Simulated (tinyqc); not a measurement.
Inside a calculation. Method: UHF in the sto-3g basis, for H2O, spin multiplicity 1. One step of it, computed by the program tinyqc.

Question. Iteration 2: DIIS coefficients. Solve [B -1; -1 0][c; lambda] = [0; -1] for the coefficients, which sum to one.

B (overlaps of the stored error matrices):
```
[[1.6162106e+00, 3.9999545e-01],
 [3.9999545e-01, 2.1318950e-01]]
```

Give: DIIS coefficients.

Answer.

DIIS coefficients: [-0.181, 1.181]
